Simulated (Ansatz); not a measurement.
A calculation on diamond-structure Ge returned lattice constant a 5.675 Å, bulk modulus 70.8 GPa.

For reference: lattice constant a 5.644 Å (measured, static lattice: zero-point anharmonic expansion removed; as tabulated in Mejia-Rodriguez and Trickey (2018), arXiv:1807.09216); bulk modulus 77.3 GPa (measured, low-temperature value with the zero-point effect removed, our sources range from 77.3 to 79.4; as tabulated in Tanner et al. (2021), arXiv:2110.11888).

**Question.** Which level of theory produced these numbers?
A) r²SCAN (Ansatz (a first-principles code))
B) PBEsol-D3(BJ) (Ansatz)
C) Hartree–Fock (Ansatz)
D) r²SCAN0 (Ansatz)

**Answer.** A, r²SCAN (Ansatz)

The others give: Hartree–Fock 5.735 Å, 83.4 GPa; PBEsol-D3(BJ) 5.624 Å, 71.4 GPa; r²SCAN0 5.638 Å, 80.3 GPa.

Unless a cell is named, each level is at its own relaxed cell (Hartree–Fock 23.57, PBEsol-D3(BJ) 22.24, r²SCAN 22.84, r²SCAN0 22.40 Å³/atom).

Ansatz's density-functional and Hartree–Fock values are scalar-relativistic unless marked +SOC, with PAW data made under PBE.
